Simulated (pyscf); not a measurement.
Structures and frequencies: ωB97X-D3(BJ)/def2-SVP in PySCF.

SMILES: [Br][TiH]([Br])[Br]
```xyz
5

Br     2.3707    -0.9710    -0.7832
Ti     0.2702    -0.1042    -0.4774
Br     0.0043     2.1118    -1.0028
Br    -1.4798    -1.4871    -1.0080
H      0.1690    -0.0655     1.1547
```

**Question.** What are the homolytic bond dissociation enthalpies (298 K) of Br–TiH(Br)–Br (SMILES [Br][TiH]([Br])[Br]) at ωB97M-D3(BJ)/def2-TZVP, weakest first?

**Answer.** H–Ti to [Br–Ti(Br)–Br]• + H•: 1.96 eV; Br–Ti to Br• + [Br–TiH–Br]•: 3.24 eV. Ring and multiple bonds, and those that leave no two simple radicals, are not listed. The radicals are drawn with the spin at the cut bond; how far it spreads was not checked. Left out: the spin-orbit lowering of Br, which is large for Br, Se, Te and I. Open-shell species with a d-block atom are single-reference here; other states, and whether the spin sits on metal or ligand, were not checked. Elements up to Kr have no core potential and no relativistic terms here.
